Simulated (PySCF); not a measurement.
thiophene (C4H4S), SMILES c1ccsc1.

Coordinates come from a PBE0-D3(BJ)/def2-SVP optimisation.

The numbers are results of CAM-B3LYP/def2-TZVP run with PySCF, not measurements.

Isolated molecule, no solvent.

Computed frontier levels, gap, dipole moment and polarisability:
* **highest occupied level**: -8.11 eV
* **lowest empty level**: 0.67 eV
* **orbital gap**: 8.79 eV
* **dipole moment**: 0.48 D
* **quadrupole, principal values (traceless, Buckingham form, about the centre of nuclear charge)**: -7.20, 1.15, 6.05 D·Å
* **mean static polarisability**: 59.0 bohr³ (8.74 Å³)
* **polarisability, principal values**: 37.1, 66.6, 73.1 bohr³
